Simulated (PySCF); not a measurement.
## Phosphorus: a sound run and one with changed settings

Sound run: P [Ne] 3s2 3p3, P⁺ [Ne] 3s2 3p2. Calculation: PySCF 2.14, in cc-pV(T+d)Z (5s4p3d1f, 39 functions); no relativity, point nucleus. In the sound run the correlated levels freeze [Ne]. The sound run starts from symmetry-adapted Hartree-Fock orbitals and uses a fine grid where one is needed.

A second run was set up differently.

```csv
species,method,sound run (hartree),changed run (hartree),converged
P,UHF,-340.71631,-336.86877,yes
P,M06-2X,-341.24670,-337.37838,yes
P,BP86,-341.29771,-337.36431,yes
P,MP2,-340.79974,-336.86877,yes
P⁺,UHF,-340.35204,-336.62453,yes
P⁺,M06-2X,-340.86786,-337.11363,yes
P⁺,BP86,-340.91066,-337.09589,yes
P⁺,MP2,-340.41454,-336.63238,yes
P⁺,CCSD(T),-340.43727,-336.63868,yes
```

Ionisation energy of P:

| method | sound run (eV) | changed run (eV) |
| --- | --- | --- |
| UHF | 9.912 | 6.646 |
| M06-2X | 10.309 | 7.204 |
| BP86 | 10.532 | 7.304 |
| MP2 | 10.482 | 6.433 |
| SCS-MP2 | 10.307 | 6.390 |

Question: What was changed?
A. level shift left on
B. minimal basis
C. a valence shell is frozen
D. too few SCF iterations

Answer: B. It used basis STO-3G. A minimal basis cannot let orbitals breathe on ionisation and holds almost no correlation.
